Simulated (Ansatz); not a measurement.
# BH4 (doublet): from Hartree-Fock to the top rungs at distance B1–H4 along a hydrogen transfer = 1.399 Å, cc-pVDZ

Aim: climb from Hartree-Fock through coupled cluster and multireference methods for BH4 (doublet) at one geometry and basis, and see what each rung misses.

The runs use Ansatz 0.2.0, Gaussian basis; cc-pVDZ, core rule «outside noble gas», up to 1 orbitals frozen.

Plan: UHF; CCSD(T) on ROHF; CCSD(T) on UHF; BCCD(T) on ROHF; CISD; CCSDT(Q) on ROHF; CCSDT(Q) on UHF; CCSDTQ on ROHF; CCSDTQ on UHF; CASSCF and MRCISD+Q, 3 electrons in 3 orbitals; CASSCF and NEVPT2, 3 electrons in 3 orbitals; CASSCF and MRCISD+Q, 7 electrons in 8 orbitals; CASSCF and NEVPT2, 7 electrons in 8 orbitals; Full CI.

2 further runs of the same task are left out: 2 for a known fault of the program.

### Step 1. The system

The geometry derives from fragments relaxed apart (PBE0/def2-TZVP) and kept rigid, so it is no stationary point. A hydrogen atom is moved between rigid fragments.

5 atoms, charge 0, spin multiplicity 2.

Atoms are counted from 1 here; the program's logs count them from 0.

Bond lengths: B1–H2 1.193 Å, B1–H3 1.193 Å, B1–H4 1.399 Å, H4–H5 0.827 Å. Angles: H2–B1–H3 120.0°, H2–B1–H4 120.0°, H3–B1–H4 120.0°, B1–H4–H5 180.0°.

### Step 2. UHF

in.yaml reads:

```yaml
crystal:
  periodic: [false, false, false]
  atoms:
    - {symbol: B, position_ang: [-0.165120, 0.000000, 0.000000]}
    - {symbol: H, position_ang: [-0.761854, 1.033571, 0.000000]}
    - {symbol: H, position_ang: [-0.761854, -1.033571, 0.000000]}
    - {symbol: H, position_ang: [1.233880, 0.000000, 0.000000]}
    - {symbol: H, position_ang: [2.060880, 0.000000, 0.000000]}
basis:
  gaussian: {orbitals: cc-pVDZ}
magnetization: {spin_polarized: true, initial_magnetization: 1}
hamiltonian: {xc: hf}
output: {orbitals: {seedname: orbitals}}
```

Started as:

```sh
ansatz run in.yaml --threads 1 --pin off --events-out ev --progress --plain --max-ram 2816MiB --backend cpu
```

Further steps of the session: CCSD(T) on ROHF; CCSD(T) on UHF; BCCD(T) on ROHF; CISD; CCSDT(Q) on ROHF; CCSDT(Q) on UHF; CCSDTQ on ROHF; CCSDTQ on UHF; CASSCF and MRCISD+Q, 3 electrons in 3 orbitals; CASSCF and NEVPT2, 3 electrons in 3 orbitals; CASSCF and MRCISD+Q, 7 electrons in 8 orbitals; CASSCF and NEVPT2, 7 electrons in 8 orbitals; Full CI.

Q: Predict the results of all the runs planned. Wanted: FCI below the RHF energy; RMP2 from FCI; UMP2 from FCI; RCCSD from FCI; RCCSD(T) from FCI; UCCSD(T) from FCI; RCCSDT(Q) from FCI; UCCSDT(Q) from FCI; NEVPT2 pair from FCI.

**Answer**, as computed:

| quantity | value |
| --- | --- |
| FCI below the RHF energy | -3.8112 eV |
| RMP2 from FCI | +822.9 meV |
| UMP2 from FCI | +846.4 meV |
| RCCSD from FCI | +73.4 meV |
| RCCSD(T) from FCI | +15.8 meV |
| UCCSD(T) from FCI | +16.2 meV |
| RCCSDT(Q) from FCI | +0.4 meV |
| UCCSDT(Q) from FCI | +0.3 meV |
| NEVPT2 pair from FCI | +800.2 meV |
| NEVPT2 valence from FCI | +638.4 meV |
| MRCISD+Q valence from FCI | +7.8 meV |
| levels within 1 kcal/mol (43 meV) | RCCSD(T), UCCSD(T), BCCD(T), RCCSDT, UCCSDT, RCCSDT(Q), UCCSDT(Q), RCCSDTQ, UCCSDTQ, MRCISD+Q valence |
| T1 diagnostic | 0.019 |
| effectively unpaired electrons | 1.03 |

RCCSD(T) lands +15.8 meV from the yardstick (0.4 % of the correlation energy). One determinant dominates. Of the multireference levels listed MRCISD+Q valence comes nearest in total energy (+7.8 meV), which doesn't show that its space is the better one. These misses are within one basis, not against nature; the frozen cores of restricted and unrestricted runs differ, which can shift their rows.
